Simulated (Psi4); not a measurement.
Psi4 input (wB97X-D/6-311+G**):

```
memory 1500 MB

molecule {
0 2
C     0.01225366   -0.24478813   -1.08693639
Cl   -0.00641773    0.12820516    0.56927130
H     0.96940014   -0.33504208   -1.57184899
H    -0.93382079   -0.37571690   -1.58414476
symmetry c1
no_reorient
no_com
}

set {
  basis 6-311+G**
  reference uks
  scf_type pk
  dft_radial_points 99
  dft_spherical_points 590
  e_convergence 1e-8
  d_convergence 1e-7
  maxiter 150
}

e = energy('wb97x-d')
print_out(f'\nFINAL {e:.10f} DIPOLE {variable("CURRENT DIPOLE")[0]:.6f} {variable("CURRENT DIPOLE")[1]:.6f} {variable("CURRENT DIPOLE")[2]:.6f}\n')
```

**Question.** What final total energy does it give?

**Answer.** -499.44576 Eh.
